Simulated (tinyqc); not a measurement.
Worked calculation: Hueckel theory of the pi electrons, for the molecule c1ccsc1 (SMILES; centres numbered as the heavy atoms are written). Computed by tinyqc, a small Python program that keeps every step. Settings: charge = 0. Command: `OMP_NUM_THREADS=1 python tinyqc.py 29124 29125 out.jsonl` (the two numbers bound the seeds that draw the settings). One thread of a shared host (Intel(R) Xeon(R) Processor @ 2.60GHz), about 0.01 s of CPU time with the checks.

## The Hueckel matrix

Centres:
```
centre  z_r, pi electrons of the neutral centre         h
1C                                            1  0.000000
2C                                            1  0.000000
3C                                            1  0.000000
4S                                            2  1.000000
5C                                            1  0.000000
```

Bonds:
```
i  j         k
1  2         1
2  3         1
3  4  0.650000
4  5  0.650000
5  1         1
```

H_rr = alpha + h_r beta, H_rs = k_rs beta for bonded centres.

Hueckel matrix in units of beta (H = alpha + beta A), order 1C, 2C, 3C, 4S, 5C:
```
[[0.000000, 1.000000, 0.000000, 0.000000, 1.000000],
 [1.000000, 0.000000, 1.000000, 0.000000, 0.000000],
 [0.000000, 1.000000, 0.000000, 0.650000, 0.000000],
 [0.000000, 0.000000, 0.650000, 1.000000, 0.650000],
 [1.000000, 0.000000, 0.000000, 0.650000, 0.000000]]
```

## Orbitals

pi electrons, sum of z_r less the charge = 6

Diagonalise; E = alpha + x beta with beta < 0, so the largest x are filled first; degenerate levels share their electrons. P = sum n_i c_ri c_si; each orbital has its largest coefficient positive (the first on a tie).

x values: [1.947411, 1.000000, 0.618034, -0.947411, -1.618034]

occupations: [2.000000, 2.000000, 2.000000, 0.000000, 0.000000]

coefficients, order 1C, 2C, 3C, 4S, 5C:
```
[[0.426977, -0.478537, -0.371748, -0.297814, 0.601501],
 [0.426977, -0.478537, 0.371748, -0.297814, -0.601501],
 [0.404523, 0.000000, 0.601501, 0.579966, 0.371748],
 [0.555070, 0.736210, 0.000000, -0.387158, 0.000000],
 [0.404523, 0.000000, -0.601501, 0.579966, -0.371748]]
```

charge and bond-order matrix P, order 1C, 2C, 3C, 4S, 5C:
```
[[1.099007, 0.546220, -0.101769, -0.230602, 0.792658],
 [0.546220, 1.099007, 0.792658, -0.230602, -0.101769],
 [-0.101769, 0.792658, 1.050885, 0.449078, -0.396329],
 [-0.230602, -0.230602, 0.449078, 1.700217, 0.449078],
 [0.792658, -0.101769, -0.396329, 0.449078, 1.050885]]
```

## Energy, charges, bond orders

E = sum n x; q_r = z_r - P_rr; bond order p = P_rs; free valence = sqrt(3) - sum of p over the bonds of the atom.

pi energy = 6 alpha + this times beta = 7.130891

pi charges: [-0.099007, -0.099007, -0.050885, 0.299783, -0.050885]

Bond orders and lengths from R = 1.517 - 0.180 p (angstrom, C-C alone):
```
bond         p         R
1-2   0.546220  1.418680
2-3   0.792658  1.374322
3-4   0.449078         -
4-5   0.449078         -
5-1   0.792658  1.374322
```

free valence of the carbons: [0.393173, 0.393173, 0.490315, 0.490315]

gap between the highest filled and the next level = 1.565445 |beta|
